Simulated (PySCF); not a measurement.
Species: (Z)-2-butenenitrile, C₄H₅N.
Cartesian coordinates in Å at the PBE0-D3(BJ)/def2-TZVP level; atoms count from 1:
```
atom  x, y, z in Å
C1    -1.0017   -0.7274    0.5803
C2    -0.1922    0.4930    0.3515
C3     1.0243    0.5341   -0.1967
C4     1.7076   -0.6311   -0.6404
N5     2.2735   -1.5681   -1.0014
H6    -1.2390   -0.8319    1.6434
H7    -0.4880   -1.6285    0.2448
H8    -1.9585   -0.6519    0.0547
H9    -0.6285    1.4394    0.6586
H10    1.5476    1.4739   -0.3286
```

Level: wB97X-D/pcSseg-2 in PySCF, non-relativistic, on one gas-phase PBE0-D3(BJ)/def2-TZVP geometry that isn't relaxed in the solvent. The solvent is an IEF-PCM continuum (cavity from Bondi-type radii × 1.2). Only the electrostatic response of the medium enters.

Gas phase at wB97X-D/pcSseg-2: HOMO -9.78 eV, LUMO 0.41 eV, dipole 4.37 D.

What does the continuum do to the energy, the frontier levels and the dipole at wB97X-D/pcSseg-2 in chloroform?

```csv
solvent,ε,E(solvent) − E(gas) (kcal/mol),polarisation term (kcal/mol),distortion of the solute (kcal/mol),HOMO (eV),LUMO (eV),dipole (D)
chloroform,4.711,-4.66,-5.56,0.90,-9.68,0.53,5.43
```

Polarisation term: ½ Σ q·V over the induced surface charges. Distortion: the rise of the solute's own energy as its density leaves the gas-phase optimum.

Which radius a makes the point-dipole formula ΔE = −[(ε − 1)/(2ε + 1)]·μ²/a³ give the value in chloroform, with the gas-phase dipole?

μ = 1.718 au and |ΔE| = 0.00743 Eh give a = 2.76 Å; the farthest nucleus lies 2.80 Å from the centroid of the nuclei. The formula assumes a rigid point dipole at the centre of a sphere.

Give the dipole vector in the frame of the coordinates (D, pointing from negative to positive charge), gas and chloroform.

Gas (-2.94, 2.78, 1.65), solvent (-3.64, 3.47, 2.04). Its length changes by +24 % and its direction by less than 1°.

On Arm Neoverse V1, one thread, on a shared host, this took 26 s and 1.4 GiB of memory at its peak. This is the whole shielding run at wB97X-D/pcSseg-2 in chloroform, SCF included.

wB97X-D is run here without its empirical dispersion term; that term would change no orbital, density or response property at a fixed geometry.
